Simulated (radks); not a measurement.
# N³⁺ in [He] 2s2: an all-electron calculation

The task here is to estimate one member of a computed series from the others.

Method: Dirac Kohn-Sham, BLYP, spin-unpolarised, spherical densities, finite nucleus. Code: radks (a radial shooting solver on a logarithmic mesh, Libxc functionals) version 1.

### What is computed

| Item | Value |
| --- | --- |
| element | nitrogen (Z = 7) |
| charge | +3 |
| electrons | 4 |
| configuration | [He] 2s2 |
| nuclear rms radius | 2.5582 fm |

The outer shells:

N³⁺
```
[He] core
2s [↑↓]
```

The first run:

Input:

```text
Z 7
configuration [He] 2s2 2p0 3s0 3d0
relativity Dirac
functional b88,lyp
spin unpolarised
j_filling energy
nucleus finite rms 2.5582 fm
c 137.035999084
```

One table of the session follows, with a row left open; its other results are not shown here.

It belongs to the step «Shells». Radial moments (bohr):

```
level     <r>  outermost maximum (interpolated)  90 % within
1s1/2  0.2290                             0.148        0.410
2s1/2       ?                                 ?            ?
2p1/2   1.033                             0.801         1.69
2p3/2   1.034                             0.801         1.69
```

**Question.** Estimate the row for 2s1/2.

As computed: <r>: 1.106; outermost maximum (interpolated): 0.919; 90 % within: 1.71. In the column «<r>» it is the highest.
